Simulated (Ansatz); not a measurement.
# CH6AlN: the cost of one run

All numbers below are computed with Ansatz 0.2.0 (RKS PBE0-D4/def2-SVP).

### 1 The system as given

Bond lengths: Al1–H2 1.760 Å, Al1–N3 2.120 Å, N3–H4 1.060 Å, N3–H5 1.060 Å, Al1–C6 1.970 Å, C6–H7 1.110 Å, C6–H8 1.110 Å, C6–H9 1.110 Å. Angles: H2–Al1–N3 43.0°, H2–Al1–C6 156.4°, N3–Al1–C6 160.6°, Al1–N3–H4 112.9°, Al1–N3–H5 111.7°, H4–N3–H5 120.0°, Al1–C6–H7 109.5°, Al1–C6–H8 109.5°, Al1–C6–H9 109.5°, H7–C6–H8 109.4°, H7–C6–H9 109.4°, H8–C6–H9 109.4°.

Structure file:

```xyz
9

Al    0.0000    0.0000    0.0000
H     1.0441    0.0000    1.4169
N     2.0840    0.0000    0.3891
H     2.5506   -0.9179    0.1373
H     2.5353    0.9179    0.1109
C    -1.7060    0.0000   -0.9850
H    -2.2662   -0.9305   -0.7558
H    -2.3102    0.8797   -0.6796
H    -1.5043    0.0508   -2.0753
```

### 2 A restrained relaxation towards end A

Springs on the bonds that form and break draw the guess towards this end; the thresholds are loose.

The input, input.yaml:

```yaml
crystal:
  periodic: [false, false, false]
  atoms:
    - { symbol: Al, position_ang: [0.0, 0.0, 0.0] }
    - { symbol: H, position_ang: [1.0441, 0.0, 1.4169] }
    - { symbol: "N", position_ang: [2.084, 0.0, 0.3891] }
    - { symbol: H, position_ang: [2.5506, -0.9179, 0.1373] }
    - { symbol: H, position_ang: [2.5353, 0.9179, 0.1109] }
    - { symbol: C, position_ang: [-1.706, 0.0, -0.985] }
    - { symbol: H, position_ang: [-2.2662, -0.9305, -0.7558] }
    - { symbol: H, position_ang: [-2.3102, 0.8797, -0.6796] }
    - { symbol: H, position_ang: [-1.5043, 0.0508, -2.0753] }
basis:
  gaussian: { orbitals: def2-SVP }
hamiltonian:
  xc: pbe0
  dispersion: d4
relax:
  f_tol: 0.15
  max_steps: 25
  restrain:
    - { distance: [1, 2], at: 2.26, k: 30.0 }
    - { distance: [0, 1], at: 1.56, k: 30.0 }
    - { distance: [0, 2], at: 1.92, k: 30.0 }
```

On the command line:

```
ansatz run input.yaml --threads 1 --pin off --max-ram 2048MiB --backend cpu --events-out ev --progress --plain --runs-dir out
```

Q: Estimate wall time and peak memory on 1 thread of Arm Neoverse V1, shared host.

About 35 s, with a peak of 0.16 GiB.
